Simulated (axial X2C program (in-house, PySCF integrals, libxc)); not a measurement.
How long does P₂ take?

A bond scan computed with an axial X2C code built on PySCF integrals. Basis: P dyall-v3z [8s7p2d1f] (cores contracted in-house).

Input file and command:
```json
{"zs": [15, 15], "q": 0, "bas": ["dyall-v3z", "dyall-v3z"], "levels": ["PBE0", "HF", "TPSS"], "cc": true, "r0": 2.04, "thr": -2.0, "nmax": 90, "npts": 10, "nst": 2, "ntry": 6}
```
```bash
python so2c.py task.json out
```

Keys: zs atomic numbers; q charge; bas basis sets; levels methods; cc coupled cluster on or off; r0 starting distance in Å; thr threshold in hartree for freezing inner shells (an s shell follows its p shell); nmax most natural virtual spinors; npts points on the curve; nst determinants followed; ntry starts of the search. HF also brings MP2.

Hardware: 1 thread of INTEL(R) XEON(R) PLATINUM 8581C CPU @ 2.30GHz (Emerald Rapids) (shared host).

Wall time of one point of each curve, integrals apart:

| Hamiltonian | level | points | seconds a point |
| --- | --- | --- | --- |
| spin-free | PBE0 | 10 | 0.12 |
| spin-free | CCSD(T) (10 electrons, 88 virtuals) | 7 | 2.5 |
| spin-free | TPSS | 10 | 0.23 |
| 2c | PBE0 | 10 | 0.14 |
| 2c | HF | 10 | 0.052 |
| 2c | CCSD(T) (10 electrons, 90 virtuals) | 7 | 2.9 |
| 2c | TPSS | 10 | 0.25 |

The rest:

Search with its distance optimisation 4.8 s, atoms 1.2 s, whole task 52 s. Coupled cluster runs on the points near the minimum only. The program drops outer points, and coupled cluster, when its time limit (not in the input) nears; MP2, further determinants and curves that did not converge are not in the table.
